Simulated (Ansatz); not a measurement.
**BH3 (singlet): the correlation ladder at distance B1–H2 = 2.169 Å, cc-pVDZ**

Aim: climb from Hartree-Fock through coupled cluster and multireference methods for BH3 (singlet) at one geometry and basis, and see what each rung misses.

Computed with Ansatz 0.2.0, Gaussian basis. Level: cc-pVDZ, core rule «outside noble gas», up to 1 orbitals frozen.

Plan: UHF; CCSD(T) on RHF; CCSD(T) on UHF; BCCD(T) on RHF; CISD; CCSDT(Q) on RHF; CCSDT(Q) on UHF; CCSDTQ on RHF; CASSCF and MRCISD+Q, 2 electrons in 2 orbitals; CASSCF and NEVPT2, 2 electrons in 2 orbitals; CASSCF and MRCISD+Q, 6 electrons in 7 orbitals; CASSCF and NEVPT2, 6 electrons in 7 orbitals; Full CI.

18 further runs of the same task are left out: 4 for a known fault of the program, 10 that didn't finish, 4 set aside as unsound or not needed.

**1. The system**

The geometry derives from a PBE0/def2-TZVP stationary point (not a proven minimum). One bond is set to the value named and the two fragments are kept rigid.

4 atoms, charge 0, spin multiplicity 1.

Atoms are counted from 1 here; the program's logs count them from 0.

Bond lengths: B1–H3 1.193 Å, B1–H4 1.193 Å. Angles: H3–B1–H4 120.0°.

**2. UHF**

File in.yaml:

```yaml
crystal:
  periodic: [false, false, false]
  atoms:
    - {symbol: B, position_ang: [-0.071068, -0.000867, 0.000015]}
    - {symbol: H, position_ang: [2.097771, 0.025587, -0.000454]}
    - {symbol: H, position_ang: [-0.680362, 1.025346, -0.002822]}
    - {symbol: H, position_ang: [-0.655149, -1.041635, 0.003110]}
basis:
  gaussian: {orbitals: cc-pVDZ}
magnetization: {spin_polarized: true, initial_magnetization: 0}
hamiltonian: {xc: hf}
output: {orbitals: {seedname: orbitals}}
```

Launch:

```console
ansatz run in.yaml --threads 1 --pin off --events-out ev --progress --plain --max-ram 2393MiB
```

Further steps of the session: CCSD(T) on RHF; CCSD(T) on UHF; BCCD(T) on RHF; CISD; CCSDT(Q) on RHF; CCSDT(Q) on UHF; CCSDTQ on RHF; CASSCF and MRCISD+Q, 2 electrons in 2 orbitals; CASSCF and NEVPT2, 2 electrons in 2 orbitals; CASSCF and MRCISD+Q, 6 electrons in 7 orbitals; CASSCF and NEVPT2, 6 electrons in 7 orbitals; Full CI.

**Question.** What will the summary of the whole plan be? Wanted: FCI below the RHF energy; RMP2 from FCI; RCCSD from FCI; RCCSD(T) from FCI; RCCSDT(Q) from FCI; NEVPT2 pair from FCI; MRCISD+Q pair from FCI; NEVPT2 valence from FCI; T1 diagnostic.

As calculated:

```
                         quantity                                                                           value
         FCI below the RHF energy                                                                      -3.7410 eV
                    RMP2 from FCI                                                                     +1060.5 meV
                   RCCSD from FCI                                                                      +119.4 meV
                RCCSD(T) from FCI                                                                       +25.0 meV
               RCCSDT(Q) from FCI                                                                        +0.4 meV
             NEVPT2 pair from FCI                                                                      +611.5 meV
           MRCISD+Q pair from FCI                                                                       -14.8 meV
          NEVPT2 valence from FCI                                                                      +451.3 meV
levels within 1 kcal/mol (43 meV)  RCCSD(T), BCCD(T), RCCSDT, RCCSDT(Q), RCCSDTQ, MRCISD+Q pair, MRCISD+Q valence
                    T1 diagnostic                                                                           0.026
   effectively unpaired electrons                                                                            0.21
```

RCCSD(T) misses by +25.0 meV, 0.7 % of the correlation energy. MRCISD+Q pair falls below full CI: the +Q correction isn't variational, and the cores differ from full CI's. The occupations show some static correlation. Of the multireference levels listed MRCISD+Q valence comes nearest in total energy (+3.9 meV), which doesn't show that its space is the better one. These misses are within one basis, not against nature.
